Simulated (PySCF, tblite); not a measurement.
# C6H8+ (doublet): geometry, infrared bands and EPR parameters

Wanted: the infrared bands and EPR parameters of C6H8+ (doublet) (`[CH2+][CH][C@H]1C=C1C`), by calculation.

Computed with tblite 0.8.0 and PySCF 2.14.0, with density-fitted response routines of our own, on a single molecule in the gas phase. Atoms count from 0, in the outputs and in this text.

**1. Starting geometry**

14 atoms, charge 1, multiplicity 2; geometry from: force field or distance geometry start.

Bonds of the start (Å): C0–C1 1.44, C1–C2 1.43, C2–C3 1.44, C3–C4 1.33, C4–C5 1.48, C4–C2 1.45, C0–H6 1.07, C0–H7 1.09, C1–H8 1.10, C2–H9 1.08, C3–H10 1.08, C5–H11 1.10, C5–H12 1.09, C5–H13 1.09.

**2. Geometry optimisation with GFN2-xTB**

The job: settings as JSON, then the geometry in Å.

```
{"job": {"kind": "relax", "xc": "GFN2-xTB", "basis": "xTB"}, "charge": 1, "multiplicity": 2}
C      2.212900     0.822100     0.860100
C      1.623700    -0.370400     0.317700
C      0.426000    -0.317000    -0.462500
C     -0.454000    -1.452900    -0.453300
C     -0.841800    -0.380100     0.234700
C     -2.089600     0.389400     0.036100
H      3.114200     0.769200     1.443000
H      1.720000     1.785500     0.727400
H      2.142700    -1.322200     0.497600
H      0.451400     0.243400    -1.388900
H     -1.063600    -1.956200    -1.188100
H     -2.682600     0.365300     0.959000
H     -1.864100     1.437100    -0.183300
H     -2.695900    -0.013600    -0.774900
```

Command:

```
$ OMP_NUM_THREADS=1 python probes_run.py task.json out
```

One launch serves the whole session: the jobs run in the order shown.

Log:

```text
step      E/eV     max force
  0    -442.17341    5.420
  1    -442.62272    2.798
  2    -442.78450    1.090
  3    -442.88338    1.065
  4    -443.01486    1.237
  5    -443.15741    0.954
  6    -443.27592    0.850
  7    -443.36097    0.831
  8    -443.45427    0.882
  9    -443.54040    0.993
 10    -443.62137    0.723
 11    -443.69952    0.937
 12    -443.76123    0.833
 13    -443.81070    0.716
 14    -443.83788    0.798
 15    -443.86705    0.360
 16    -443.88186    0.347
 17    -443.89723    0.314
 18    -443.91069    0.290
 19    -443.92163    0.262
 20    -443.93031    0.222
 21    -443.93956    0.231
 22    -443.95161    0.310
 23    -443.96740    0.364
 24    -443.98344    0.301
 25    -443.99548    0.282
 26    -444.00319    0.214
 27    -444.00901    0.191
 28    -444.01357    0.207
 29    -444.01918    0.184
 30    -444.02593    0.215
 31    -444.03311    0.199
 32    -444.03938    0.194
 33    -444.04508    0.179
 34    -444.05010    0.167
 35    -444.05596    0.230
 36    -444.06135    0.250
 37    -444.06579    0.208
 38    -444.07001    0.151
 39    -444.07545    0.171
 40    -444.08180    0.177
 41    -444.08795    0.223
 42    -444.09434    0.224
 43    -444.10275    0.259
 44    -444.11158    0.321
 45    -444.11905    0.312
 46    -444.12546    0.210
 47    -444.13134    0.187
 48    -444.13721    0.204
 49    -444.14472    0.193
 50    -444.15119    0.191
 51    -444.15562    0.171
 52    -444.15927    0.167
 53    -444.16369    0.186
 54    -444.16950    0.293
 55    -444.17727    0.309
 56    -444.18673    0.207
 57    -444.19224    0.165
 58    -444.19586    0.158
 59    -444.19843    0.183
 60    -444.20044    0.114
 61    -444.20256    0.085
 62    -444.20416    0.110
 63    -444.20555    0.129
 64    -444.20757    0.129
 65    -444.21026    0.136
 66    -444.21302    0.123
 67    -444.21534    0.167
 68    -444.21701    0.170
 69    -444.21856    0.154
 70    -444.21988    0.082
 71    -444.22094    0.073
 72    -444.22140    0.070
 73    -444.22205    0.054
 74    -444.22247    0.048
 75    -444.22278    0.039
 76    -444.22301    0.037
 77    -444.22322    0.031
 78    -444.22339    0.029
 79    -444.22355    0.040
 80    -444.22377    0.044
 81    -444.22414    0.048
 82    -444.22460    0.046
 83    -444.22502    0.052
 84    -444.22531    0.054
 85    -444.22554    0.050
 86    -444.22582    0.049
 87    -444.22613    0.034
 88    -444.22640    0.041
 89    -444.22660    0.045
 90    -444.22678    0.042
 91    -444.22705    0.049
 92    -444.22745    0.048
 93    -444.22787    0.058
 94    -444.22813    0.046
 95    -444.22827    0.023
 96    -444.22837    0.030
 97    -444.22852    0.041
 98    -444.22872    0.043
 99    -444.22893    0.053
100    -444.22908    0.030
101    -444.22918    0.028
102    -444.22928    0.027
103    -444.22938    0.034
104    -444.22945    0.022
105    -444.22950    0.023
106    -444.22953    0.021
107    -444.22959    0.024
108    -444.22971    0.039
109    -444.22991    0.047
110    -444.23019    0.044
111    -444.23045    0.039
112    -444.23068    0.043
113    -444.23096    0.044
114    -444.23145    0.063
115    -444.23226    0.078
116    -444.23253    0.221
117    -444.23411    0.071
118    -444.23489    0.057
119    -444.23561    0.112
120    -444.23599    0.032
121    -444.23629    0.034
122    -444.23664    0.086
123    -444.23684    0.031
124    -444.23700    0.031
125    -444.23738    0.043
126    -444.23753    0.025
127    -444.23766    0.025
128    -444.23780    0.024
129    -444.23785    0.030
130    -444.23788    0.011
131    -444.23790    0.012
132    -444.23791    0.009
```

It took 0.49 s on 1 thread of Arm Neoverse V2, shared host.

Step by step: (not every step is listed)

| step | energy from step 0 (eV) | largest force (eV/Å) |
| --- | --- | --- |
| 0 | 0.0000 | 5.4197 |
| 1 | -0.4493 | 2.7978 |
| 2 | -0.6111 | 1.0900 |
| 3 | -0.7100 | 1.0652 |
| 4 | -0.8415 | 1.2373 |
| 5 | -0.9840 | 0.9535 |
| 6 | -1.1025 | 0.8495 |
| 7 | -1.1876 | 0.8306 |
| 8 | -1.2809 | 0.8817 |
| 19 | -1.7482 | 0.2622 |
| 30 | -1.8525 | 0.2151 |
| 41 | -1.9145 | 0.2231 |
| 52 | -1.9859 | 0.1667 |
| 63 | -2.0321 | 0.1288 |
| 74 | -2.0491 | 0.0479 |
| 85 | -2.0521 | 0.0504 |
| 96 | -2.0550 | 0.0300 |
| 107 | -2.0562 | 0.0238 |
| 118 | -2.0615 | 0.0570 |
| 127 | -2.0643 | 0.0249 |
| 128 | -2.0644 | 0.0239 |
| 129 | -2.0644 | 0.0301 |
| 130 | -2.0645 | 0.0108 |
| 131 | -2.0645 | 0.0124 |
| 132 | -2.0645 | 0.0092 |

Distances of close pairs at the start and the end, largest changes first:

| bond | before (Å) | after (Å) | change (Å) |
| --- | --- | --- | --- |
| C2–C4 | 1.448 | 1.601 | +0.152 |
| C2–C3 | 1.437 | 1.524 | +0.087 |
| C0–C1 | 1.436 | 1.354 | -0.083 |
| C4–C5 | 1.479 | 1.432 | -0.048 |
| C3–C4 | 1.332 | 1.288 | -0.044 |
| C1–H8 | 1.099 | 1.083 | -0.016 |
| C3–H10 | 1.079 | 1.064 | -0.015 |
| C0–H7 | 1.090 | 1.079 | -0.012 |

The end geometry stands in the next job.

**3. Harmonic vibrations with GFN2-xTB**

The job: settings as JSON, then the geometry in Å.

```
{"job": {"kind": "ir", "xc": "GFN2-xTB", "basis": "xTB"}, "charge": 1, "multiplicity": 2}
C      2.434626     0.598405     0.751743
C      1.404093    -0.253094     0.538671
C      0.403388    -0.035277    -0.461012
C     -0.388003    -1.245541    -0.942401
C     -1.151910    -0.395902    -0.347174
C     -2.303450     0.340541     0.078388
H      3.130629     0.439049     1.558737
H      2.593164     1.469583     0.135600
H      1.318746    -1.154495     1.133499
H      0.539882     0.844548    -1.085179
H     -0.146084    -2.224911    -1.281206
H     -2.227486     0.606608     1.133692
H     -2.407584     1.268537    -0.491700
H     -3.200690    -0.258524    -0.096994
```

Log:

```text
mode    cm-1     km/mol
  1      97.4      1.22
  2     102.9      2.01
  3     164.3      5.43
  4     265.3      1.41
  5     307.0      1.92
  6     373.8      3.29
  7     412.1      5.56
  8     506.2     12.06
  9     533.9     11.27
 10     654.7     58.89
 11     821.1     40.35
 12     872.4     16.17
 13     884.8      3.76
 14     904.3     18.95
 15     931.5     38.70
 16     961.1     35.09
 17     977.5     55.61
 18    1001.2     29.76
 19    1030.7     66.02
 20    1178.3      5.07
 21    1228.2      0.29
 22    1273.5     11.05
 23    1340.9    184.86
 24    1359.3     28.61
 25    1371.4     28.30
 26    1375.6     34.78
 27    1514.8     96.13
 28    1888.2    175.38
 29    2960.1     11.12
 30    2981.8     63.31
 31    2988.3      1.24
 32    3008.1      7.95
 33    3058.9      2.41
 34    3095.3     27.61
 35    3134.7      9.97
 36    3212.6     90.11
```

Wall time 0.23 s (1 thread of Arm Neoverse V2, shared host).

Which atoms move in the most intense modes:

| cm⁻¹ | km/mol | atoms |
| --- | --- | --- |
| 655 | 58.9 | H10 68 %, C3 23 % |
| 978 | 55.6 | H9 30 %, H8 29 % |
| 1031 | 66.0 | C5 20 %, C3 19 %, C2 17 % |
| 1341 | 184.9 | H12 37 %, H13 34 %, H11 13 %, C5 13 % |
| 1515 | 96.1 | C1 42 %, C0 41 % |
| 1888 | 175.4 | C4 60 %, C3 28 % |
| 2982 | 63.3 | H13 85 % |
| 3213 | 90.1 | H10 90 % |

**4. EPR parameters: B3LYP/pcH-1**

Same as in step 3 but for these lines:

```diff
@@ -1,2 +1,2 @@
-{"job": {"kind": "ir", "xc": "GFN2-xTB", "basis": "xTB"}, "charge": 1, "multiplicity": 2}
+{"job": {"kind": "epr", "basis": "pcH-1"}, "charge": 1, "multiplicity": 2}
 C      2.434626     0.598405     0.751743
```

Level: UKS B3LYP, pcH-1 on C H, non-relativistic, mean-field spin-orbit, GIAO.

Log:

```text
UKS, coarse grid
  cycle   1  E = -233.03768006  |g| = 2.12e-01
  cycle   2  E = -233.01503055  |g| = 2.92e-01
  cycle   3  E = -233.05773507  |g| = 7.81e-02
  cycle   4  E = -233.06095481  |g| = 2.91e-02
  cycle   5  E = -233.06147425  |g| = 6.95e-03
  cycle   6  E = -233.06151790  |g| = 4.27e-03
  cycle   7  E = -233.06153896  |g| = 2.79e-03
  cycle   8  E = -233.06154912  |g| = 1.23e-03
  cycle   9  E = -233.06155101  |g| = 3.44e-04
UKS, final grid
  cycle   1  E = -233.06155854  |g| = 4.25e-04
  cycle   2  E = -233.06155843  |g| = 6.71e-04
  cycle   3  E = -233.06155867  |g| = 9.27e-05
  cycle   4  E = -233.06155868  |g| = 6.07e-05
  cycle   5  E = -233.06155868  |g| = 1.83e-05
E = -233.06155868 Eh   <S^2> = 0.7627 (exact 0.7500)
g shifts (ppm)      1          2          3
  rmc          -149       -149       -149
  gc             12         35          2
  oz_so        -114        970       1031
  total        -251        856        883
hyperfine (MHz)  atom isotope    a_iso     a_fc   dipolar eigenvalues
    0   13C      33.31      33.31    -37.08    -36.49     73.58
    1   13C      -6.32      -6.32    -10.11     -2.92     13.04
    2   13C       7.34       7.34    -26.04    -23.72     49.77
    3   13C       1.91       1.91    -18.70     -9.76     28.47
    4   13C       7.39       7.39    -23.92    -19.71     43.63
    5   13C       2.10       2.10     -3.90     -3.08      6.98
    6    1H     -28.72     -28.72    -17.59     -2.50     20.08
    7    1H     -29.22     -29.22    -15.66     -3.00     18.66
    8    1H       0.36       0.36     -4.79     -0.80      5.59
    9    1H      38.79      38.79     -9.45     -5.83     15.28
   10    1H      64.14      64.14     -7.43     -1.97      9.40
   11    1H      -0.87      -0.87     -3.22     -0.25      3.47
   12    1H      34.92      34.92     -3.35     -2.63      5.97
   13    1H      54.85      54.85     -3.29     -0.51      3.80
```

It took 33 s on 1 thread of Arm Neoverse V2, shared host; peak memory 0.89 GiB.

Principal g values 2.00207, 2.00318, 2.00320; g(iso) = 2.00282, against 2.00232 for a free electron.

Mean a(iso) over the nuclei that a row names, and the largest dipolar term of the row (other rows stand at the frozen geometry):

| nuclei | isotope | a(iso) (MHz) | a(iso) (G, at g = 2.0023) | largest dipolar term (MHz) |
| --- | --- | --- | --- | --- |
| H10 | 1H | 64.1 | 22.9 | 9.4 |
| H9 | 1H | 38.8 | 13.8 | 15.3 |
| C0 | 13C | 33.3 | 11.9 | 73.6 |
| H11, H12, H13 | 1H | 29.6 | 10.6 | 6.0 |
| H6, H7 | 1H | -29.0 | -10.3 | 20.1 |
| C4 | 13C | 7.4 | 2.6 | 43.6 |
| C2 | 13C | 7.3 | 2.6 | 49.8 |
| C1 | 13C | -6.3 | -2.3 | 13.0 |
| C5 | 13C | 2.1 | 0.7 | 7.0 |
| C3 | 13C | 1.9 | 0.7 | 28.5 |
| H8 | 1H | 0.4 | 0.1 | 5.6 |

Mulliken spin populations:

C0 0.47; C1 0.00; C2 0.22; C3 0.09; C4 0.19; C5 0.00; H6 -0.02; H7 -0.02; H8 0.00; H9 0.01; H10 0.02; H11 0.00; H12 0.01; H13 0.02

In first order the couplings over 0.8 MHz of 1H give 48 distinct lines over 89.1 G, if the averaged nuclei exchange fast; the same motion can average rows kept apart here too.

The fields below are evaluated on a grid from the run's orbitals.

ELF in a plane through or near 5 of the atoms.

Ten even steps from ' ' (0.00) to '@' (0.99):
```
                                                        
                                                        
                                                        
                                                        
                                                        
                                                        
              ..::::..            ::--==::              
        ..::--++**++--..        ..==####++..            
        --**##++::++++--::--::..::==----**++==..        
        ==####::--%%##**%%**##**##@@----@@@@@@##        
        ..--++++%%%%::++@@==##++**==##==%%@@@@##        
          ..::==****++****++**####**==  ..++++..        
            ..::--==--::::====--%%##--                  
                ....      ==%%****--..                  
                          ##@@@@@@--                    
                          %%@@@@@@--                    
                          --@@@@**                      
                                                        
                                                        
                                                        
```
The map spans 11.9 Å across and 10.3 Å up, centred on the molecule. Atoms in the plane (x, y in Å): C0 (-2.6, 0.5), C3 (0.6, -1.5), C4 (1.2, -0.4), C5 (2.2, 0.6), H10 (0.5, -2.5).

log10 of the density (e/Å³) in the same plane.

Ten even steps from ' ' (-4.0) to '@' (1.7):
```
                                                        
                                                        
                                                        
                                                        
            ..........          ..::::::....            
        ....::::::::::::..  ..::::--------::..          
      ..::--========----::::::--====++++==--::..        
    ..::--==++******++======--==++********++--::..      
    ..::==++**####****++++++++++++**####**++==--::      
    ..::==++**##@@######********##########**++==::..    
    ..::--==++****##############@@##******++++--::      
      ..::--====++**********########**++====--::..      
        ..::----==++++++++**######**++==--::::..        
          ..::::------====++####**++==--::..            
              ....::::::--++**##**==--::..              
                    ..::--==++**++==::..                
                        ::--====--::..                  
                          ........                      
                                                        
                                                        
```
The map spans 11.9 Å across and 10.3 Å up, centred on the molecule. Atoms in the plane (x, y in Å): C0 (-2.6, 0.5), C3 (0.6, -1.5), C4 (1.2, -0.4), C5 (2.2, 0.6), H10 (0.5, -2.5).

On the surface of density 0.002 e/bohr³ the electrostatic potential runs, from the 1st to the 99th percentile, from 4.24 V near C3 to 5.50 V near H10.

The spin density lies nearest to C0 30 %; C2, C4 about 16 % each; C1, C3 about 8 % each.

**5. Results**

```
                                 quantity                  value
strongest single infrared mode (GFN2-xTB)  1341 cm⁻¹, 185 km/mol
             zero-point energy (GFN2-xTB)          69.7 kcal/mol
                           g(iso) (B3LYP)                2.00282
                                     ⟨S²⟩     0.763 (exact 0.75)
       largest a(iso) (averaged by class)    1H on H10, 64.1 MHz
```

In words: The optimisation took 132 steps and gained 2.065 eV; among the close pairs (by a distance rule), C2–C4 changed most, from 1.448 to 1.601 Å. No mode is imaginary among the 36: a minimum at this level. The strongest single mode, at 1341 cm⁻¹, moves mainly H12 and H13. Unscaled tight-binding wavenumbers are off by several per cent, some by more. Its intensities can rank the bands wrongly. The largest share of the spin, 0.47 e, sits on C0. The isotropic g lies 0.5 ppt above the free-electron value. The conformer search found further structures of the same energy, which may be mirror or relabelled copies of this one.
